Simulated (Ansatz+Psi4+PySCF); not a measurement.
```json
{"atom": "C", "x (Å)": "0.6675", "y (Å)": "0.0000", "z (Å)": "0.0000"}
{"atom": "C", "x (Å)": "-0.6675", "y (Å)": "0.0000", "z (Å)": "0.0000"}
{"atom": "H", "x (Å)": "1.2377", "y (Å)": "0.9228", "z (Å)": "0.0000"}
{"atom": "H", "x (Å)": "1.2377", "y (Å)": "-0.9228", "z (Å)": "0.0000"}
{"atom": "H", "x (Å)": "-1.2377", "y (Å)": "0.9228", "z (Å)": "0.0000"}
{"atom": "H", "x (Å)": "-1.2377", "y (Å)": "-0.9228", "z (Å)": "0.0000"}
```

Basis set: cc-pVTZ (spherical functions). Correlated methods keep 2 orbitals frozen. Charge 0, multiplicity 1.

Computed with Ansatz (development build ahead of 0.2.0) and Psi4 1.11; each method stands on the lowest determinant of its kind that the runs found. Restricted open shells among the atoms or ions are ROHF, correlated in semicanonical orbitals with singles.

The vertical ionization energy (product with multiplicity 2 at the same shape, open shells in the same class of orbitals) of singlet C2H4:

```csv
method,ionization energy
RHF-MP2,10.64 eV
```

(1) What does RHF give?

Answers

(1) 8.96 eV. Caution for RHF-MP2: MP2 on this radical cation hangs on the determinant chosen.
